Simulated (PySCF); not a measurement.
C3H5P.
Atom-mapped SMILES: `[CH3:1][C:2]1=[CH:3][PH:4]1`

Geometry (GFN2-xTB, Å), atoms numbered from 1 in this order:
```xyz
9
C3H5P angstrom
C     -1.332    0.053    0.010
C      0.122   -0.112    0.106
C      1.190   -0.780   -0.242
P      1.629    0.563    0.937
H     -1.572    1.052   -0.356
H     -1.757   -0.689   -0.665
H     -1.782   -0.057    0.997
H      1.581   -1.599   -0.800
H      1.934    1.576   -0.013
```

NICS is the negative of the GIAO shielding at a point without a nucleus: at the ring centre (0) and 1 Å above and below it (1); zz is the component along the ring normal. Level: GIAO PBE0/pcSseg-1 (PySCF, non-relativistic, gas phase) on the GFN2-xTB geometry, one conformer.

Ring bond lengths (Å), with Mayer bond orders in brackets: C2–C3 1.306 (1.70), C3–P4 1.840 (0.92), P4–C2 1.848 (0.88).

**Question.** What do the NICS probes read (ppm)?

**Answer.** 
```tsv
ring	type	NICS(0)	NICS(1), two faces	NICS(1)zz, two faces	rms pucker (Å)	centre to ring atoms, mean (Å)
C2–C3–P4	3-membered ring with P; formal bonds 1 double, 2 single	-26.8	-6.1 / -9.4	-13.3 / -19.5	0.00	0.96
```

**Question.** What can be read from them?

**Answer.** 
- C2–C3–P4: mean NICS(1)zz -16.4 ppm, shielded. A hydrogen on P4, outside the ring, lies 1.42 Å from a NICS(1) probe. The two faces differ by 6.2 ppm, so no symmetry operation interchanges them. NICS(0) lies 19 ppm below the mean NICS(1).

**Question.** How equal are the bonds by HOMA? HOMA = 1 − mean of α(R − Ropt)² over the ring bonds, with Krygowski's 1993 parameters (CC: Ropt 1.388 Å, α 257.7 Å⁻²; CP: Ropt 1.698 Å, α 118.91 Å⁻²).

**Answer.** 
- C2–C3–P4: HOMA -1.27; the largest term is that of P4–C2, α(R − Ropt)² = 2.68.

**Question.** At the first NICS(1) probe listed for ring C2–C3–P4, 1 Å off the ring, what do the in-plane components average?

**Answer.** The isotropic value is a third of the trace: (3 × -6.1 − (-13.3))/2 = -2.5 ppm.

**Question.** Give the inner angles of the rings and the Hirshfeld charges of the ring atoms.

**Answer.** 
- C2–C3–P4: C2 68.9° (-0.019 e), C3 69.6° (-0.099 e), P4 41.5° (+0.035 e); sum 180.0° against 180° for a flat convex ring.

**Question.** How shielded are the nuclei of the rings and their hydrogens (means over atoms taken as equivalent)?

**Answer.** 
| atoms | environment | σ isotropic (ppm) |
| --- | --- | --- |
| C2 | fully substituted alkene carbon | 53.1 |
| C3 | alkene CH carbon | 76.4 |
| P4 | phosphine phosphorus | 586.7 |
| H8 | vinylic hydrogen | 24.50 |
| H9 | P–H hydrogen | 29.93 |
